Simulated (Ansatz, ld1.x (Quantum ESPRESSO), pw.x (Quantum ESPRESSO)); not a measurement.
**fluorine (F) (bcc): variants of one ultrasoft potential in the solid**

| Item | Value |
| --- | --- |
| Element | fluorine (F) |
| Generator | ld1.x (Quantum ESPRESSO) 7.5 |
| Type | ultrasoft |
| Functional | PBEsol |
| Relativity | scalar-relativistic |
| Frozen core | [He] |
| Valence charge | 7 |
| Reference configuration | 2s2 2p5 |
| Partial waves | 2s (bound): rcut 0.50, rcutus 0.70 bohr; 2s channel at 0.35 Ry: rcut 0.50, rcutus 0.70 bohr; 2p (bound): rcut 1.55, rcutus 2.00 bohr; 2p channel at 2.95 Ry: rcut 1.55, rcutus 2.00 bohr; 3d channel at 0.1 Ry: rcut 1.45, rcutus 1.70 bohr; 3d channel at 2.7 Ry: rcut 1.45, rcutus 1.70 bohr |
| Local potential | all-electron potential smoothed inside 1.70 bohr (lloc = -2) |
| Core correction | Bessel-smoothed model core inside 0.70 bohr |
| Augmentation charge | PSQ, inside the norm-conserving radii |

Crystal test: bcc F in pw.x 7.5, no spin, 17³ k-points, Fermi–Dirac smearing 0.01 Ry, cutoffs set for each file from its atomic test. The reference is all-electron LAPW (Ansatz 0.2.0) with the same functional, mesh and smearing; V0 and B0 come from Birch–Murnaghan fits to the pressures at five volumes. Errors are pseudo minus all-electron; Δ is the rms difference of the E(V) curves that follow from these fits, minima aligned, over ±6 % about the mean V0. Mesh and smearing are coarse, so the numbers serve the comparison and aren't converged zero-temperature values; the lattice is a test structure that the element need not adopt.

All-electron: a0 = 2.651 Å (V0 = 9.31 Å³/atom), B0 = 66.5 GPa.

Base: This is a poor potential for the solid.

1 further variants are left out: they gave no file fit for a test, a broken result, the same result as the base, or pressures whose basis-set error rivals the error shown.

A dash in a converged row means that the minimum lies outside the volumes sampled.

```tsv
change	cutoffs (Ry)	pw.x	a0 (Å)	a0 error (%)	B0 error (%)	Δ (meV/atom)	mean pressure error (GPa)
base	110/900	converged	2.682	+1.17	-2.9	4.8	+2.48
all radii but the core radius scaled by about 0.97 (s 0.68, p 1.94, d 1.64 bohr, rcut 0.48/1.50/1.40); local potential all-electron potential smoothed inside 1.64 bohr (lloc = -2)	120/900	converged	2.670	+0.72	-1.5	2.9	+1.49
all radii but the core radius scaled by about 1.10 (s 0.76, p 2.20, d 1.86 bohr, rcut 0.54/1.70/1.60); local potential all-electron potential smoothed inside 1.86 bohr (lloc = -2)	85/900	converged	–	–	–	–	+5.67
all radii but the core radius scaled by about 1.23 (s 0.86, p 2.46, d 2.10 bohr, rcut 0.62/1.92/1.80); local potential all-electron potential smoothed inside 2.10 bohr (lloc = -2)	70/900	converged	–	–	–	–	+19.60
```

(1) Give the row for: all radii but the core radius scaled by about 1.35 (s 0.94, p 2.70, d 2.30 bohr, rcut 0.68/2.10/1.96); local potential all-electron potential smoothed inside 2.30 bohr (lloc = -2).

## Answers

(1) pw.x: converged; mean pressure error (GPa): +48.26.
